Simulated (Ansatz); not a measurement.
# CF (doublet): wave-function methods side by side, def2-TZVPP

One table from this session's results is given with a row withheld; the runs are named, their logs left out.

Program: Ansatz 0.2.0, Gaussian basis. Level of theory: def2-TZVPP, core rule «outside noble gas», up to 2 orbitals frozen. These are calculated values, not measurements.

The runs, in order: UHF; ROHF; CCSD(T) on UHF.

## What is computed

The geometry is a PBE0/def2-TZVP stationary point (not a proven minimum) of the parent state, kept for this charge and spin.

2 atoms, charge 0, spin multiplicity 2.

Atoms are counted from 1 here; the program's logs count them from 0.

Bond lengths: C1–F2 1.316 Å.

Set-up of the first run:

in.yaml reads:

```yaml
crystal:
  periodic: [false, false, false]
  atoms:
    - {symbol: C, position_ang: [0.000000, 0.000000, 0.000000]}
    - {symbol: F, position_ang: [0.000000, 0.000000, 1.315900]}
basis:
  gaussian: {orbitals: def2-TZVPP}
magnetization: {spin_polarized: true, initial_magnetization: 1}
hamiltonian: {xc: hf}
output: {orbitals: {seedname: orbitals}}
```

The run is started by

```sh
$ ansatz run in.yaml --threads 1 --pin off --events-out ev --progress --plain --max-ram 4096MiB --backend cpu
```

Steps of the session up to this table: UHF; ROHF; CCSD(T) on UHF.

One table of the session follows, with a row left open; its other results are not shown here.

It belongs to the step «Misses and costs». 

| method | from UCCSD(T) (kJ/mol) |
| --- | --- |
| ROHF | ? |
| UHF | +995.5 |
| UMP2 | +74.2 |
| UCCSD | +34.6 |
| UCCSD(T) | 0 |

**Question.** Estimate the row for ROHF.

The run gave: from UCCSD(T) (kJ/mol): +1009.6. In the column «from UCCSD(T) (kJ/mol)» it is the highest.
